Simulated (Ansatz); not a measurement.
Turn this script for Ansatz 0.2.0, Python API into the input file that the command-line program reads.

The cells in order, each with its output:

In [1]:
```python
import ansatz as az
import numpy as np

geometry_ang = [
    ("C", [0.4294, 1.1793, -1.0526]),
    ("N", [0.0597, 0.9946, 0.1644]),
    ("C", [-0.5964, -0.3, 0.3924]),
    ("C", [0.18, -1.2623, 1.1904]),
    ("N", [0.2674, -1.516, -0.0369]),
    ("H", [0.1975, 0.52, -1.882]),
    ("H", [0.8884, 2.1781, -1.3358]),
    ("H", [-1.5929, -0.3779, 0.2474]),
    ("H", [0.2554, -1.4622, 2.2957]),
]
geometry = az.Crystal.molecule()
for symbol, xyz in geometry_ang:
    geometry = geometry.atom(symbol, xyz)
```

In [2]:
```python
model = (
    geometry.calculation()
    .basis(gaussian="def2-SVP")
    .functional("cam_b3lyp")
)
symbols = [site.symbol for site in geometry.cartesian_sites]
start = np.array([site.position_ang for site in geometry.cartesian_sites], dtype=float)
def progress(event):
    if event["event"] == "relax_step":
        row = event["data"]
        print(f"step {row['step']:3d}  E = {row['lagrangian_ev']:.6f} eV  max force {row['allowed_force_max_ev_ang']:.4f} eV/A")
```

In [3]:
```python
r = model.relax(force_tolerance=0.02, max_steps=100).session().plan().execute(on_event=progress).report
end = np.array(r["positions_ang"])
```
```text
step   1  E = -6144.408228 eV  max force 6.0001 eV/A
step   2  E = -6144.602277 eV  max force 2.6302 eV/A
step   3  E = -6144.875660 eV  max force 1.1269 eV/A
step   4  E = -6144.927271 eV  max force 2.6229 eV/A
step   5  E = -6145.047924 eV  max force 0.7504 eV/A
step   6  E = -6145.094520 eV  max force 0.4843 eV/A
step   7  E = -6145.117767 eV  max force 0.7878 eV/A
step   8  E = -6145.070527 eV  max force 0.7743 eV/A
step   9  E = -6145.146096 eV  max force 0.1850 eV/A
step  10  E = -6145.152122 eV  max force 0.1471 eV/A
step  11  E = -6145.155163 eV  max force 0.1431 eV/A
step  12  E = -6145.150013 eV  max force 0.3343 eV/A
step  13  E = -6145.156653 eV  max force 0.0644 eV/A
step  14  E = -6145.156756 eV  max force 0.0873 eV/A
step  15  E = -6145.156878 eV  max force 0.0115 eV/A
```

In [4]:
```python
print("reference energy %16.6f eV" % r["reference_energy_ev"])
print("total energy     %16.6f eV" % r["free_energy_ev"])
print("occupied (up, down):", r["n_occupied"], " virtual:", r["n_virtual"], " frozen:", r["n_frozen"])
```
```text
reference energy     -6145.156983 eV
total energy         -6145.156983 eV
occupied (up, down): [18, 18]  virtual: [72, 72]  frozen: 0
```

In [5]:
```python
print("bond        before    after (A)")
for i, j in [(0, 1), (0, 5), (0, 6), (1, 2), (2, 3), (2, 4), (2, 7), (3, 4), (3, 8)]:
    d0, d1 = (np.linalg.norm(xyz[i] - xyz[j]) for xyz in (start, end))
    print(f"{symbols[i]}{i}-{symbols[j]}{j}".ljust(10), f"{d0:8.4f} {d1:8.4f}")
for i, j, k in [(1, 0, 5), (1, 0, 6), (5, 0, 6), (0, 1, 2), (1, 2, 3), (1, 2, 4), (1, 2, 7), (3, 2, 4)]:
    u, v = end[i] - end[j], end[k] - end[j]
    print(f"angle {symbols[i]}{i}-{symbols[j]}{j}-{symbols[k]}{k}: {np.degrees(np.arccos(np.clip(u @ v / np.linalg.norm(u) / np.linalg.norm(v), -1, 1))):.2f} deg")
```
```text
bond        before    after (A)
C0-N1        1.2853   1.2625
C0-H5        1.0846   1.1050
C0-H6        1.1351   1.0982
N1-C2        1.4692   1.4203
C2-C3        1.4716   1.4436
C2-N4        1.5521   1.5228
C2-H7        1.0100   1.0957
C3-N4        1.2563   1.2497
C3-H8        1.1258   1.0935
angle N1-C0-H5: 123.29 deg
angle N1-C0-H6: 119.26 deg
angle H5-C0-H6: 117.45 deg
angle C0-N1-C2: 119.72 deg
angle N1-C2-C3: 122.65 deg
angle N1-C2-N4: 121.25 deg
angle N1-C2-H7: 112.58 deg
angle C3-C2-N4: 49.74 deg
```

In [6]:
```python
charges = r["charge_distribution"]
dipole = np.array(charges["dipole_moment_e_ang"]) * 4.803205
print("dipole (D): {:.3f} {:.3f} {:.3f}, length {:.3f}".format(*dipole, np.linalg.norm(dipole)))
print("atom  Mulliken   Lowdin")
for symbol, m, l in zip(symbols, charges["mulliken_charges_e"], charges["lowdin_charges_e"]):
    print(f"{symbol:4s} {m:9.3f} {l:8.3f}")
```
```text
dipole (D): 1.079 -0.217 1.141, length 1.585
atom  Mulliken   Lowdin
C       -0.003    0.012
N       -0.144    0.073
C        0.067   -0.133
C        0.030   -0.054
N       -0.132    0.123
H        0.042   -0.020
H        0.045   -0.013
H        0.048   -0.006
H        0.047    0.018
```

`input.yaml`:
```yaml
crystal:
  periodic: [false, false, false]
  atoms:
    - { symbol: C, position_ang: [0.4294, 1.1793, -1.0526] }
    - { symbol: "N", position_ang: [0.0597, 0.9946, 0.1644] }
    - { symbol: C, position_ang: [-0.5964, -0.3, 0.3924] }
    - { symbol: C, position_ang: [0.18, -1.2623, 1.1904] }
    - { symbol: "N", position_ang: [0.2674, -1.516, -0.0369] }
    - { symbol: H, position_ang: [0.1975, 0.52, -1.882] }
    - { symbol: H, position_ang: [0.8884, 2.1781, -1.3358] }
    - { symbol: H, position_ang: [-1.5929, -0.3779, 0.2474] }
    - { symbol: H, position_ang: [0.2554, -1.4622, 2.2957] }
basis:
  gaussian:
    orbitals: def2-SVP
hamiltonian:
  xc: cam_b3lyp
relax:
  f_tol: 0.02
  max_steps: 100
```

Notes:
- Total energies depend on the basis set; only differences at equal settings carry meaning.
- The end point is the stationary point reached from this start; no frequency run checks that it is a minimum, and the basis set is modest.
- The Löwdin charges here are taken after orthogonalising the functions within each atom; they differ from plain Löwdin charges, and their signs can be unphysical.
- Run time: 100 s on 1 thread of Arm Neoverse N1, on a shared host, peak memory 0.27 GiB.

(Lines on the test bed's own set-up are left out of the output.)
